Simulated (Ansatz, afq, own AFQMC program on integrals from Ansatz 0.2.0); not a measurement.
# AlH3 (singlet): quantum Monte Carlo beside coupled cluster, cc-pVDZ

One table from this session's results is given with a row withheld; the runs are named, their logs left out.

The runs use Ansatz 0.2.0, Gaussian basis, and an in-house AFQMC program (afq) on its integrals; all values are calculated; cc-pVDZ, frozen cores.

Plan: Full CI; PBE (unrestricted); r2SCAN (unrestricted); PBE0 (unrestricted); B3LYP (unrestricted); wB97M-V (unrestricted); B2PLYP (unrestricted); CCSD(T) on RHF; Full CI; CCSDT(Q) on RHF; CCSDTQ on RHF; CCSD(T) on RHF; CCSD(T) on RHF; Phaseless AFQMC, CISD trial on RHF; Free-projection AFQMC, CISD trial on RHF; UHF.

2 further runs of the same task are left out: 2 that didn't finish.

## The system

The geometry is a PBE0/def2-TZVP stationary point (not a proven minimum).

4 atoms, charge 0, spin multiplicity 1.

Atoms are counted from 1 here; the program's logs count them from 0.

Bond lengths: Al1–H2 1.586 Å, Al1–H3 1.586 Å, Al1–H4 1.586 Å. Angles: H2–Al1–H3 120.0°, H2–Al1–H4 120.0°, H3–Al1–H4 120.0°.

As a file:

```mol
AlH3
  3D, bonds by distance, orders not assigned

  4  3  0  0  0  0  0  0  0  0999 V2000
    0.0000    0.0000    0.0000 Al  0  0
    1.5858    0.0151   -0.0001 H   0  0
   -0.8059    1.3658   -0.0028 H   0  0
   -0.7799   -1.3808    0.0029 H   0  0
  1  2  8  0
  1  3  8  0
  1  4  8  0
M  END
```

Set-up of the first run:

File in.yaml:

```yaml
crystal:
  periodic: [false, false, false]
  atoms:
    - {symbol: Al, position_ang: [0.000000, 0.000000, 0.000000]}
    - {symbol: H, position_ang: [1.585776, 0.015051, -0.000083]}
    - {symbol: H, position_ang: [-0.805923, 1.365794, -0.002790]}
    - {symbol: H, position_ang: [-0.779853, -1.380845, 0.002873]}
basis:
  gaussian: {orbitals: cc-pVDZ}
correlation: {method: fci, electrons: outside_noble_gas}
```

Run with:

```
$ ansatz run in.yaml --threads 1 --pin off --events-out ev --progress --plain --max-ram 1843MiB
```

Among the steps run: Full CI; PBE (unrestricted); r2SCAN (unrestricted); PBE0 (unrestricted); B3LYP (unrestricted); wB97M-V (unrestricted); B2PLYP (unrestricted); CCSD(T) on RHF; CCSDT(Q) on RHF; CCSDTQ on RHF; Phaseless AFQMC, CISD trial on RHF; Free-projection AFQMC, CISD trial on RHF; UHF.

One of the session's tables, all rows but one given; the rest of the session is left out.

On the RHF determinant, counted from full CI (exact for this spin and basis):

```
                                                    level  from full CI (kcal/mol)
                                                       HF                   +64.39
                                                      MP2                   +16.19
                                                     CCSD                        ?
                                                  CCSD(T)                    +0.26
                                                 CCSDT(Q)                    +0.01
                                                   CCSDTQ                     0.00
                                                  full CI                     0.00
     Phaseless AFQMC, CISD trial, step 0.005, 160 walkers                    -0.05
Free-projection AFQMC, CISD trial, step 0.03, 160 walkers                    -0.10
```

**Question.** Estimate the row for CCSD.

**Answer.** from full CI (kcal/mol): +0.95. In the column «from full CI (kcal/mol)» it lies between CCSD(T) (+0.26) and MP2 (+16.19).

Caveats from the session: On RHF the phaseless walk with the CISD trial lies -0.05 kcal/mol from full CI, within three error bars.
